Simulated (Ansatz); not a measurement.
Task: a comparison of methods with full CI of BH2, SMILES [BH2], with the Ansatz DFT code, driven from Python. Give the script and its output. Settings (for the species named): FCI, 6-31G basis, multiplicity 2.

The script reads `bh2.xyz`:
```text
3

B     0.26284   -0.16623    0.12864
H     0.28002    0.98532    0.26098
H    -0.54286   -0.81909   -0.38963
```

`bh2_fci.py`
```python
"""How close coupled cluster comes to full CI on BH2."""

import ansatz


def main() -> None:
    system = ansatz.Crystal.molecule_from_extxyz("bh2.xyz")

    calculation = (
        system.calculation()
        .basis(gaussian="6-31G")
        .spin("collinear", total=1)
    )
    exact = calculation.correlation("fci").run().report
    print(f"full CI {exact['free_energy_ev'] / 27.211386246:.7f} Ha over {exact['configurations']['states'][0]['n_determinants']} determinants")
    print("natural occupations", [round(n, 4) for n in exact["configurations"]["natural_occupations"]])
    print(f"hf       misses {1000 * (exact['reference_energy_ev'] - exact['free_energy_ev']) / 27.211386246:9.3f} mHa")
    for method in ["mp2", "ccsd", "ccsd_t", "ccsdt"]:
        e = calculation.correlation(method).run().report["free_energy_ev"]
        print(f"{method:8s} misses {1000 * (e - exact['free_energy_ev']) / 27.211386246:9.3f} mHa")


if __name__ == "__main__":
    main()
```

```console
$ python bh2_fci.py
full CI -25.7910717 Ha over 7780 determinants
natural occupations [1.9708, 1.9707, 0.9931, 0.0191, 0.0169, 0.0124, 0.0056, 0.0054, 0.0042, 0.0011, 0.0007, 0.0001]
hf       misses    53.089 mHa
mp2      misses    14.514 mHa
ccsd     misses     0.813 mHa
ccsd_t   misses     0.256 mHa
ccsdt    misses     0.009 mHa
```

Reading the output:
- Total energies depend on the basis set; only differences at equal settings carry meaning.
- Full CI is exact only within this small basis and its frozen core, at an unrelaxed geometry.
- The run takes the species as open-shell (spin multiplicity 2), which needn't be its ground state.
- Run time: 1.5 s on 1 thread of Arm Neoverse V2, on a shared host, peak memory 0.14 GiB.
